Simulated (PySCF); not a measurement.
C₄H₅N.
Geometry (PBE0-D3(BJ)/def2-SVP, Å), atoms numbered from 1 in this order:
```xyz
10
C4H5N angstrom
C     -1.2933   -1.0739    0.0351
C     -0.2743   -0.4151   -0.5120
C      0.8469    0.2080    0.2743
C      0.9562    1.6489    0.0571
N      1.0366    2.7886   -0.1246
H     -2.0765   -1.5158   -0.5858
H     -1.3843   -1.1974    1.1191
H     -0.2153   -0.3018   -1.6002
H      1.8135   -0.2436   -0.0110
H      0.7151    0.0252    1.3526
```

Level of theory: PBE0-D3(BJ)/def2-SVP geometry optimisation, gas phase (PySCF).

Take the most abundant isotopes and a rigid rotor. The values belong to one conformer with, in the numbering `[CH2:1]=[CH:2][CH2:3][C:4]#[N:5]`, C1–C2–C3–C4 -121°.

**Question.** What are A, B and C (MHz)?

**Answer.** Ia = 26.49, Ib = 192.02, Ic = 201.09 u·Å²; 505379 MHz·u·Å²/I gives A = 19081, B = 2632, C = 2513 MHz.

**Question.** What kind of rotor is it?

**Answer.** A near-prolate asymmetric top: κ = (2 × 2632 − 19081 − 2513)/(19081 − 2513) = -0.99.

**Question.** What does the inertial defect say?

**Answer.** Not planar: Δ = Ic − Ia − Ib = -17.41 u·Å². For a rigid frame Δ = −2 Σ m c², so Σ m c² = 8.71 u·Å² lies off the ab plane: 5.26 from hydrogen and 3.45 from heavier atoms. The atom farthest from that plane is 1.44 Å away.

**Question.** List the rotational levels J(Ka,Kc) to J = 3 (MHz).

**Answer.** Above 0(0,0):
J = 1: 1(0,1) 5145, 1(1,1) 21594, 1(1,0) 21713
J = 2: 2(0,2) 15435, 2(1,2) 31766, 2(1,1) 32122, 2(2,1) 81470, 2(2,0) 81470
J = 3: 3(0,3) 30867, 3(1,3) 47023, 3(1,2) 47735, 3(2,2) 96905, 3(2,1) 96908, 3(3,1) 179449, 3(3,0) 179449
The levels of one J sum to (2J + 1)J(J + 1)(A + B + C)/3.

**Question.** Predict some low-J microwave lines.

**Answer.** The dipole components are |μa| = 3.40 D, |μb| = 1.72 D, |μc| = 0.13 D. Intensities carry the squares of the components, which stand as 1.00 : 0.26 : 0.00 (a : b : c). Some lines, for components of 0.1 D or more:

| type | branch | J(Ka,Kc) | MHz | lower level (cm⁻¹) |
| --- | --- | --- | --- | --- |
| a | Q | 3(1,2) ← 3(1,3) | 713 | 1.569 |
| a | R | 1(0,1) ← 0(0,0) | 5145 | 0.000 |
| a | R | 2(0,2) ← 1(0,1) | 10290 | 0.172 |
| a | R | 2(1,1) ← 1(1,0) | 10409 | 0.724 |
| a | R | 3(1,3) ← 2(1,2) | 15257 | 1.060 |
| a | R | 3(1,2) ← 2(1,1) | 15613 | 1.071 |
| c | Q | 3(1,3) ← 3(0,3) | 16155 | 1.030 |
| c | Q | 1(1,1) ← 1(0,1) | 16449 | 0.172 |
| b | R | 1(1,1) ← 0(0,0) | 21594 | 0.000 |
| c | R | 2(1,1) ← 1(0,1) | 26977 | 0.172 |
| b | Q | 3(2,1) ← 3(1,2) | 49173 | 1.592 |
| c | Q | 2(2,1) ← 2(1,1) | 49348 | 1.071 |
| b | Q | 2(2,0) ← 2(1,1) | 49348 | 1.071 |
| b | Q | 2(2,1) ← 2(1,2) | 49704 | 1.060 |
| b | Q | 3(2,2) ← 3(1,3) | 49883 | 1.569 |
| b | R | 3(3,1) ← 2(2,0) | 97978 | 2.718 |
| c | R | 3(3,0) ← 2(2,0) | 97978 | 2.718 |
| c | R | 3(3,1) ← 2(2,1) | 97979 | 2.718 |
| b | R | 3(3,0) ← 2(2,1) | 97979 | 2.718 |

PBE0-D3(BJ)/def2-SVP frequencies: not computed here. No vibrational averaging or centrifugal distortion is included, and the geometry carries the error of its method. Quadrupole hyperfine structure (14N) is left out.
